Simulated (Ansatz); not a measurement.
A run of Ansatz (development build ahead of 0.2.0) on singlet C3H4 at this shape:

```xyz
7

C     0.0046   -0.0425   -0.7984
C     0.0267    0.6347    0.5115
C    -0.0214   -0.6726    0.5459
H     0.9103   -0.0213   -1.4568
H    -0.9419    0.0135   -1.5459
H     0.0217    1.5631    1.0179
H    -0.0048   -1.5365    1.0000
```

Its results:

```yaml
Converged: yes
Reference_energy: -115.81360 hartree
Correlation_energy: -0.40045 hartree
Total_energy: -116.21405 hartree
Spin_squared_of_the_determinant: 0.000
```

(1) Which input gives this output? Name the method, the orbitals and the basis set, and write the input.

## Answers

(1) RHF-MP2 in cc-pVDZ. An unrestricted run that stays on the closed shell gives the same numbers.

```yaml
crystal:
  periodic: [false, false, false]
  atoms:
    - { symbol: C, position_ang: [0.00458, -0.04251, -0.79837] }
    - { symbol: C, position_ang: [0.02675, 0.63465, 0.51152] }
    - { symbol: C, position_ang: [-0.02139, -0.67256, 0.54589] }
    - { symbol: H, position_ang: [0.91028, -0.02128, -1.45681] }
    - { symbol: H, position_ang: [-0.94192, 0.01347, -1.5459] }
    - { symbol: H, position_ang: [0.02175, 1.56306, 1.01794] }
    - { symbol: H, position_ang: [-0.00483, -1.5365, 0.99996] }
basis:
  gaussian: { orbitals: cc-pVDZ }
hamiltonian:
  xc: hf
correlation:
  method: mp2
  frozen_orbitals: { C: 1, H: 0 }
```
